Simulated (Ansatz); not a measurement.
# C₂HFO (SMILES O=C=CF): functionals against CCSD(T) at one geometry

The task here is to estimate one member of a computed series from the others.

Program: Ansatz 0.2.0, Gaussian basis. Level of theory: single points in def2-TZVPP. These are calculated values, not measurements.

Cores are frozen in the correlated methods.

1 further run of the same task is left out (it didn't finish).

### Starting geometry

SMILES `O=C=CF`, 5 atoms, charge 0, spin multiplicity 1.

Atoms are counted from 1 here; the program's logs count them from 0.

Bond lengths: O1–C2 1.152 Å, C2–C3 1.309 Å, C3–F4 1.338 Å, C3–H5 1.096 Å. Angles: O1–C2–C3 175.0°, C2–C3–F4 122.9°, C2–C3–H5 121.4°, F4–C3–H5 115.7°.

Coordinates:

```
O     0.64972   -1.29553    1.33269
C     0.24266   -0.55200    0.55221
C    -0.12731    0.35588   -0.31472
F    -1.12703    0.16677   -1.18399
H     0.38993    1.31939   -0.38799
```

The first run:

File run/in.yaml:

```yaml
crystal:
  periodic: [false, false, false]
  atoms:
    - {symbol: O, position_ang: [0.649722, -1.295531, 1.332693]}
    - {symbol: C, position_ang: [0.242661, -0.551998, 0.552206]}
    - {symbol: C, position_ang: [-0.127314, 0.355878, -0.314718]}
    - {symbol: F, position_ang: [-1.127030, 0.166766, -1.183988]}
    - {symbol: H, position_ang: [0.389929, 1.319393, -0.387991]}
basis:
  gaussian: {orbitals: def2-TZVPP}
hamiltonian: {xc: pbe, dispersion: d4}
output: {forces: true}
```

Launch:

```bash
ansatz run in.yaml --threads 2 --pin off --events-out ev --progress --plain --max-ram 3481MiB
```

Among the steps run: PBE-D4/def2-TZVPP; r2SCAN-D4/def2-TZVPP; PBE0-D4/def2-TZVPP; wB97M-V/def2-TZVPP; CCSD(T)/def2-TZVPP.

One table of the session follows, with a row left open; its other results are not shown here.

```
   method  RMS force component (eV/Å)  angle to CCSD(T) forces (°)  dipole (D)
   PBE-D4                           ?                            ?           ?
r2SCAN-D4                       0.567                          9.3        1.15
  PBE0-D4                       0.408                         15.7        1.20
  wB97M-V                       0.493                         19.9        1.18
  CCSD(T)                       0.751                    reference        1.17
```

Estimate the missing values for PBE-D4.

As computed: RMS force component (eV/Å): 0.814; angle to CCSD(T) forces (°): 16.3; dipole (D): 1.10. In the column «RMS force component (eV/Å)» it is the highest.

To keep in mind: CCSD(T) in triple zeta still lacks some correlation energy of the bonds, so part of these gaps is its own basis error and they don't rank the functionals.
